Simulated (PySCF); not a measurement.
Job file and geometry (Å, from PBE0-D3(BJ)/def2-SVP) of an NMR shielding run on 2,3-butadienal (SMILES C=C=CC=O), GIAO PBE0/pcSseg-1 NMR shielding, non-relativistic, gas phase in PySCF; density fitting, a coarse starting grid and PySCF grid level 2 are the driver's defaults:

```
{"job": {"kind": "nmr", "xc": "PBE0", "basis": "pcSseg-1"}, "charge": 0, "multiplicity": 1}
C      1.893877     0.100642    -0.006048
C      0.647808    -0.276436    -0.000999
C     -0.621510    -0.630626     0.001365
C     -1.718734     0.357476    -0.136408
O     -1.573106     1.545375    -0.263026
H      2.459115     0.165647    -0.941648
H      2.405881     0.368725     0.924092
H     -0.896604    -1.686261     0.108673
H     -2.740453    -0.100429    -0.113435
```

Problem. Write the output of this run.

Solution. 
```
coarse grid: 7912 points
cycle   1  E = -229.5207388304  dE =  7.310e-01  |g| = 7.632e-01  |ddm| = 2.911e+00
cycle   2  E = -229.0763846614  dE =  4.444e-01  |g| = 1.668e+00  |ddm| = 2.839e+00
cycle   3  E = -229.6380636159  dE = -5.617e-01  |g| = 1.118e-01  |ddm| = 2.247e+00
cycle   4  E = -229.6405365247  dE = -2.473e-03  |g| = 6.199e-02  |ddm| = 1.791e-01
cycle   5  E = -229.6414290987  dE = -8.926e-04  |g| = 2.106e-02  |ddm| = 7.272e-02
cycle   6  E = -229.6415337114  dE = -1.046e-04  |g| = 5.280e-03  |ddm| = 1.722e-02
cycle   7  E = -229.6415403915  dE = -6.680e-06  |g| = 1.427e-03  |ddm| = 5.262e-03
final grid: 77528 points
cycle   8  E = -229.6823587807  dE =  2.348e-06  |g| = 1.179e-02  |ddm| = 2.597e-02
cycle   9  E = -229.6822795753  dE =  7.921e-05  |g| = 2.370e-02  |ddm| = 3.066e-02
cycle  10  E = -229.6823851684  dE = -1.056e-04  |g| = 1.678e-03  |ddm| = 2.146e-02
cycle  11  E = -229.6823858330  dE = -6.646e-07  |g| = 3.037e-04  |ddm| = 1.440e-03
cycle  12  E = -229.6823858556  dE = -2.256e-08  |g| = 1.055e-04  |ddm| = 3.404e-04
cycle  13  E = -229.6823858584  dE = -2.871e-09  |g| = 1.651e-05  |ddm| = 1.281e-04
cycle  14  E = -229.6823858585  dE = -6.253e-11  |g| = 5.221e-06  |ddm| = 2.144e-05
converged SCF energy = -229.6823858585

GIAO shielding tensors (ppm)
atom      isotropic    diamagn.    paramagn.     s11        s22        s33       span
  0 C      100.548     261.040    -160.492      1.213    133.673    166.758    165.544
  1 C      -47.376     264.055    -311.431    -66.160    -59.133    -16.837     49.323
  2 C       87.978     262.643    -174.665      8.587    118.038    137.308    128.721
  3 C       -4.739     244.451    -249.189    -99.786     -8.891     94.461    194.247
  4 O     -359.461     402.234    -761.694  -1014.775   -445.239    381.631   1396.406
  5 H       25.756      29.044      -3.288     24.067     24.570     28.630      4.563
  6 H       25.754      29.246      -3.492     24.067     24.569     28.627      4.561
  7 H       25.400      30.727      -5.326     23.581     24.635     27.985      4.404
  8 H       21.892      26.615      -4.723     20.503     21.165     24.008      3.505
```

Problem. Turn these shieldings into chemical shifts. Referencing at the same level of theory: ¹³C (184.41 ppm), ¹H (31.27 ppm) vs TMS; ¹⁷O (334.56 ppm) against H2O.

Solution. Averaging equivalent atoms: C 1: 231.8; C 3: 189.1; C 2: 96.4; C 0: 83.9; O 4: 694.0; H 8: 9.38; H 7: 5.87; H 5/6: 5.51 ppm. Unscaled 17O shifts of doubly bonded oxygen tend to come out too high, by tens of ppm or more. Experimental scales use liquid or dissolved standards, which lie at an offset from isolated H2O (liquid H2O: subtract about 36 ppm).

Size and cost of the density-fitted run: 105 basis functions, 5.2 s wall time on 1 thread of an Arm Neoverse V1, shared host.
